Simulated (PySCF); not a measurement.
Species: CH5BO.
Cartesian coordinates in Å at the PBE0-D3(BJ)/def2-SVP level; atoms count from 1:
```xyz
8
CH5BO angstrom
B      1.360    0.055    0.050
O      0.180    0.527    0.470
C     -1.056    0.015    0.039
H      1.404   -0.867   -0.741
H      2.350    0.587    0.494
H     -1.625    0.814   -0.461
H     -0.926   -0.829   -0.658
H     -1.633   -0.322    0.913
```

The calculation used PBE0-D3(BJ)/def2-SVP geometry optimisation, gas phase (PySCF).

Take the most abundant isotopes and a rigid rotor. The values belong to one conformer with, in the numbering `[BH2:1][O:2][CH3:3]`, H–B1–O2–C3 0° and 180°.

(1) What are A, B and C (cm⁻¹)?

(2) Classify the top.

(3) Is it planar, by Δ = Ic − Ia − Ib?

(4) Give the other two planar moments, Paa and Pbb, and the rms extents of the mass along the axes.

(5) Where do the levels up to J = 2 lie, in cm⁻¹?

(6) Which types of transition are allowed, and where do some lines up to J = 2 fall?

(7) Estimate the classical rotational partition function at 25 K, 100 K and 500 K.

Results:

(1) Ia = 9.70, Ib = 49.17, Ic = 55.67 u·Å²; 505379 MHz·u·Å²/I gives 52104, 10277 and 9078 MHz, that is A = 1.73802, B = 0.34281, C = 0.30282 cm⁻¹.

(2) A near-prolate asymmetric top; Ray's κ = -0.944.

(3) Not planar: Δ = Ic − Ia − Ib = -3.20 u·Å². For a rigid frame Δ = −2 Σ m c², so Σ m c² = 1.60 u·Å² lies off the ab plane, practically all of it from hydrogen. The atom farthest from that plane is 0.90 Å away.

(4) Paa = Σ m a² = (Ib + Ic − Ia)/2 = 47.57 and Pbb = Σ m b² = (Ia + Ic − Ib)/2 = 8.10 u·Å². With the mass M = 44.04 u, the rms extents √(P/M) along a, b and c are 1.04, 0.43, 0.19 Å.

(5) Above 0(0,0):
J = 1: 1(0,1) 0.6456, 1(1,1) 2.0408, 1(1,0) 2.0808
J = 2: 2(0,2) 1.9360, 2(1,2) 3.2921, 2(1,1) 3.4121, 2(2,1) 7.5977, 2(2,0) 7.5985

(6) The dipole components are |μa| = 1.69 D, |μb| = 0.69 D, |μc| = 0.00 D; the mirror of this Cs structure is the ab plane, so μc vanishes by symmetry and there are no c-type lines. The squared components, which scale the intensities, stand as 1.00 : 0.17 (a : b). Some of the stronger lines:

| type | branch | J(Ka,Kc) | MHz | lower level (cm⁻¹) |
| --- | --- | --- | --- | --- |
| a | Q | 1(1,0) ← 1(1,1) | 1199 | 2.041 |
| a | Q | 2(1,1) ← 2(1,2) | 3597 | 3.292 |
| a | R | 1(0,1) ← 0(0,0) | 19355 | 0.000 |
| a | R | 2(1,2) ← 1(1,1) | 37512 | 2.041 |
| a | R | 2(0,2) ← 1(0,1) | 38686 | 0.646 |
| a | R | 2(1,1) ← 1(1,0) | 39910 | 2.081 |
| b | Q | 1(1,0) ← 1(0,1) | 43026 | 0.646 |
| b | Q | 2(1,1) ← 2(0,2) | 44251 | 1.936 |
| b | R | 1(1,1) ← 0(0,0) | 61183 | 0.000 |
| b | R | 2(1,2) ← 1(0,1) | 79339 | 0.646 |
| b | Q | 2(2,0) ← 2(1,1) | 125507 | 3.412 |
| b | Q | 2(2,1) ← 2(1,2) | 129079 | 3.292 |
| b | R | 2(2,1) ← 1(1,0) | 165391 | 2.081 |
| b | R | 2(2,0) ← 1(1,1) | 166616 | 2.041 |

(7) Point group Cs, symmetry number σ = 1; q = (√π/σ)·√((kT/h)³/(ABC)), k/h = 20836.6 MHz/K: 302 at 25 K, 2420 at 100 K, 27000 at 500 K.

Whether it is a minimum is left open (no frequencies). No vibrational averaging or centrifugal distortion is included, and the geometry carries the error of its method. A rigid rotor knows nothing of internal rotation, which can split or shift real lines. Quadrupole hyperfine structure (11B) is left out.

On Arm Neoverse N1, one thread, shared host with 64 logical CPUs at a one-minute load of 52, this took 14 s and 0.30 GiB of memory at its peak. That covers the optimisation of the geometry.
